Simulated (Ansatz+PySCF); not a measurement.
# doublet H₄O₂(+) in separate pieces: levels of theory in one basis

```yaml
atoms:
  - { symbol: O, position_ang: [0.0000, 0.0000, -0.1197] }
  - { symbol: H, position_ang: [0.0000, 0.7542, 0.4787] }
  - { symbol: H, position_ang: [0.0000, -0.7542, 0.4787] }
  - { symbol: O, position_ang: [10.0000, 0.0000, -0.1197] }
  - { symbol: H, position_ang: [10.0000, 0.7542, 0.4787] }
  - { symbol: H, position_ang: [10.0000, -0.7542, 0.4787] }
```

Basis set: STO-3G (spherical functions). Frozen core: 2 orbitals. Correlation on ROHF uses semicanonical orbitals with singles. Charge 1, multiplicity 2.

Computed with Ansatz (development build ahead of 0.2.0); each method stands on the lowest determinant of its kind that the runs found. NEVPT2 correlates all electrons. Active spaces start from the frontier orbitals, and the lowest solution found is given.

| method | E − E(ROHF) (eV) | <S²> of the determinant |
| --- | --- | --- |
| ROHF | 0.00 | 0.75 |
| UHF | -0.05 | 0.76 |
| ROHF-MP2 | -1.78 | – |
| UHF-MP2 | -1.80 | 0.76 |
| ROHF-CCSD | -2.50 | – |
| ROHF-CCSD(T) | -2.50 | – |
| full CI (lowest root of this spin) | -2.50 | – |
| CASSCF(3,2) | 0.00 | – |
| SC-NEVPT2(3,2) | -1.80 | – |

**Question.** Is a single determinant a sound starting point here?

**Answer.** Only with care. Unrestricted orbitals gain 0.05 eV and <S²> is 0.76 against 0.75 for a pure state, but several determinants compete. The CASSCF(3,2) natural occupations are 2.00, 1.00.

Caution for ROHF, UHF, ROHF-MP2, UHF-MP2, ROHF-CCSD, ROHF-CCSD(T): the charge can sit on one fragment and break the point group; the determinant breaks the point group. Caution for ROHF-MP2, UHF-MP2: MP2 on this radical cation hangs on the determinant chosen. Caution for ROHF-MP2: another reference gives a lower total. Caution for CASSCF(3,2): other starts end on other solutions of this active space.
